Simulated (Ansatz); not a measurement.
Se, triplet: reading a ladder of total energies

A free Se atom.

Basis aug-cc-pVTZ; Ansatz 0.2.0. Only valence electrons are correlated (noble-gas cores and the filled d shells of p-block atoms frozen), which leaves 6 electrons in 45 orbitals. R marks a restricted (for open shells ROHF) determinant, U an unrestricted one. No spin–orbit coupling is included, and no scalar relativity.

Full CI isn't at hand for all of this; UCCSDT(Q) serves as the reference, and is uncertain by about the last step of the cluster series.

Runs differ by some tens of microhartree through their thresholds and, for an open shell, their frozen cores, so steps under 0.03 kcal/mol mean nothing.

```csv
level,total energy (hartree)
UHF,-2399.872559
UMP2,-2399.973857
UCCSD,-2399.992912
UCCSD(T),-2399.996850
UCCSDT,-2399.997514
UCCSDT(Q),-2399.997613
```

Question: What is the correlation energy at UCCSDT(Q), and what share of it do UMP2 and UCCSD recover?

Answer: E(corr) = -2399.997613 − (-2399.872559) = -0.125054 hartree = -3.403 eV. UMP2: -0.101298 / -0.125054 = 81.00 %. UCCSD: -0.120353 / -0.125054 = 96.24 %.

Question: By how many kcal/mol does UCCSD(T) miss UCCSDT(Q) (1 hartree = 627.509 kcal/mol), and which steps make up the rest?

Answer: -2399.996850 − (-2399.997613) = 0.000763 hartree = 0.48 kcal/mol. Steps: UCCSDT − UCCSD(T) = -0.42, UCCSDT(Q) − UCCSDT = -0.06 kcal/mol. That is within 1 kcal/mol of the reference in this basis, which itself misses far more of the correlation at the basis-set limit.
